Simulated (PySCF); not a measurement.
C₂H₃NO.
SMILES with atom numbers: `[CH2:1]=[N:2][CH:3]=[O:4]` (hydrogens: H5, H6 on C1; H7 on C3)

The same species was optimised twice, with GFN2-xTB and with PBE0-D3(BJ)/def2-SVP (PySCF), and the same property calculations (PySCF, gas phase) were run on both structures.

```tsv
coordinate	GFN2-xTB	PBE0-D3(BJ)/def2-SVP	change
N2–C3 (Å)	1.343	1.387	+0.044
C1=N2 (Å)	1.245	1.262	+0.017
C1–H5 (Å)	1.083	1.100	+0.017
C1–H6 (Å)	1.090	1.105	+0.015
C1–N2–C3 (°)	138.8	123.4	-15.4
N2–C1–H5 (°)	118.7	119.5	+0.8
N2–C1–H6 (°)	123.9	123.2	-0.7
H5–C1–H6 (°)	117.4	117.3	-0.1
C1–N2–C3–O4 (°)	-89	-68	+21
```

Rotational constants: A = 43631, B = 5201, C = 4938 MHz (GFN2-xTB) against A = 31457, B = 5911, C = 5289 MHz (PBE0-D3(BJ)/def2-SVP). Point groups within 0.08 Å: C1 and C1. End groups have turned between the structures, so O4, H7 are left out of the comparison.

On the GFN2-xTB structure: lowest singlet, TDDFT (eV) 4.39 [PBE0/def2-SVPD]; lowest triplet, Tamm–Dancoff (eV) 3.86 [PBE0/def2-SVPD]; isotropic polarisability (au) 37.2 [PBE0/def2-SVPD]; HOMO (eV) -7.69 [PBE0/def2-SVPD]; LUMO (eV) -1.52 [PBE0/def2-SVPD]; dipole (D) 4.01 [PBE0/def2-SVPD]; HOMO (eV) -7.55 [PBE0/pcSseg-1]; LUMO (eV) -1.37 [PBE0/pcSseg-1]; dipole (D) 3.96 [PBE0/pcSseg-1]; GIAO shielding of C1 (ppm) 40.5 [PBE0/pcSseg-1]; GIAO shielding of N2 (ppm) -164.2 [PBE0/pcSseg-1]; GIAO shielding of C3 (ppm) 21.8 [PBE0/pcSseg-1]; GIAO shielding of O4 (ppm) -151.4 [PBE0/pcSseg-1].

Question: What do these properties become on the PBE0-D3(BJ)/def2-SVP structure?

Answer: 
| property | level | on GFN2-xTB | on PBE0-D3(BJ)/def2-SVP | change |
| --- | --- | --- | --- | --- |
| lowest singlet, TDDFT (eV) | PBE0/def2-SVPD | 4.39 | 4.29 | -0.10 |
| lowest triplet, Tamm–Dancoff (eV) | PBE0/def2-SVPD | 3.86 | 3.72 | -0.14 |
| isotropic polarisability (au) | PBE0/def2-SVPD | 37.2 | 36.4 | -0.8 |
| HOMO (eV) | PBE0/def2-SVPD | -7.69 | -7.82 | -0.13 |
| LUMO (eV) | PBE0/def2-SVPD | -1.52 | -1.66 | -0.14 |
| dipole (D) | PBE0/def2-SVPD | 4.01 | 3.11 | -0.90 |
| energy, GFN2-xTB geometry as zero (kcal/mol) | PBE0/def2-SVPD | 0.0 | -2.1 | -2.1 |
| HOMO (eV) | PBE0/pcSseg-1 | -7.55 | -7.70 | -0.15 |
| LUMO (eV) | PBE0/pcSseg-1 | -1.37 | -1.53 | -0.16 |
| dipole (D) | PBE0/pcSseg-1 | 3.96 | 3.08 | -0.88 |
| energy, GFN2-xTB geometry as zero (kcal/mol) | PBE0/pcSseg-1 | 0.0 | -2.5 | -2.5 |
| GIAO shielding of C1 (ppm) | PBE0/pcSseg-1 | 40.5 | 27.0 | -13.5 |
| GIAO shielding of N2 (ppm) | PBE0/pcSseg-1 | -164.2 | -167.5 | -3.3 |
| GIAO shielding of C3 (ppm) | PBE0/pcSseg-1 | 21.8 | 6.8 | -15.0 |
| GIAO shielding of O4 (ppm) | PBE0/pcSseg-1 | -151.4 | -219.2 | -67.8 |

The heavy atoms differ by 0.144 Å rms after alignment. Among the bonds compared N2–C3 changes most (+0.044 Å). Changes are differences of the printed values. Neither structure is proved a minimum here.

Conformer computed: `[CH2:1]=[N:2][CH:3]=[O:4]`: C1–N2–C3–O4 -68°.
